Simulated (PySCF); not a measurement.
## Electric properties by functional and basis

Species: C₅H₁₁N.
InChI=1S/C5H11N/c1-5(2)4-6-3/h6H,1,4H2,2-3H3

PySCF, dipoles from the SCF density, polarisabilities from static response with core orbitals frozen. The structure is a single PBE0-D3(BJ)/def2-SVP conformer in the gas phase; no vibrational or solvent corrections.

Task: Compare the levels for these properties.

Result: 

| level | μ (D) | α (Å³) | anisotropy (Å³) |
| --- | --- | --- | --- |
| LDA/def2-SVPD | 0.658 | 11.53 | 3.96 |
| PBE/def2-SVPD | 0.622 | 11.34 | 3.93 |
| B3LYP/def2-SVPD | 0.666 | 11.03 | 3.76 |
| PBE0/def2-SVPD | 0.671 | 10.91 | 3.73 |
| BHandHLYP/def2-SVPD | 0.716 | 10.65 | 3.63 |
| CAM-B3LYP/def2-SVPD | 0.713 | 10.83 | 3.63 |
| wB97X-D/def2-SVPD | 0.705 | 10.83 | 3.60 |
| LC-wPBE/def2-SVPD | 0.746 | 10.52 | 3.51 |
| HF/def2-SVPD | 0.762 | 10.34 | 3.56 |
| PBE0/6-31G* | 0.730 | 9.02 | 4.08 |
| PBE0/6-31+G* | 0.712 | 10.35 | 3.74 |
| PBE0/def2-SVP | 0.721 | 9.43 | 3.97 |
| PBE0/aug-cc-pVDZ | 0.645 | 11.25 | 3.81 |
| PBE0/def2-TZVP | 0.664 | 10.64 | 3.91 |

The anisotropy is √(½[(α1 − α2)² + (α2 − α3)² + (α3 − α1)²]). The dipole runs from 0.62 D (PBE/def2-SVPD) to 0.76 D (HF/def2-SVPD). No reference polarisability is at hand; against PBE0 in the largest diffuse basis at hand (aug-cc-pVDZ) the other PBE0 rows deviate by 6-31G* -20%, 6-31+G* -8%, def2-SVP -16%, def2-SVPD -3%, def2-TZVP -5%. In one basis (def2-SVPD) the functionals order the polarisability from HF (lowest) to LDA (highest), a spread of 11%. With PBE0 the polarisability is 9.70 Å³ without diffuse functions (mean of 6-31G*, def2-SVP and def2-TZVP) and 10.83 Å³ with them (mean of 6-31+G*, def2-SVPD and aug-cc-pVDZ).
